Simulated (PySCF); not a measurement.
# C₂ and its ions

UHF-CCSD; PySCF, no relativity, basis sets C aug-pcseg-1. Neutral (UHF): triplet (σ ↑, π ↑), Re = 1.319 Å, ωe = 1678 cm⁻¹, De = 5.39 eV.

C₂⁻ (UHF): doublet (σ ↑), Re = 1.278 Å, ωe = 1814 cm⁻¹, De = 7.29 eV to C + C⁻. The energies at the minima are -75.68871 hartree for C2 and -75.79854 for C₂⁻.

(1) Work out the adiabatic electron affinity, without and with harmonic zero-point energies (1 hartree = 27.2114 eV, 1 eV = 8065.5 cm⁻¹), and the change of the bond length.

Correlated steps freeze 2 core orbitals. Correlated levels converge slowly with the basis: in double zeta they bind strong bonds too weakly, by up to about 1 eV, and carry superposition errors of some tenths. States were picked by a PBE0 search and need not be the measured ground states.

## Answers

(1) At UHF-CCSD: 0.10983 hartree = 2.989 eV between the minima; the zero-point term (1678.0 − 1814.0)/2 cm⁻¹ = -0.008 eV makes it 2.980 eV. Re changes by -4.1 pm against the neutral. The electron enters a π orbital; the charge polarises the partner, so the anion is bound more strongly.
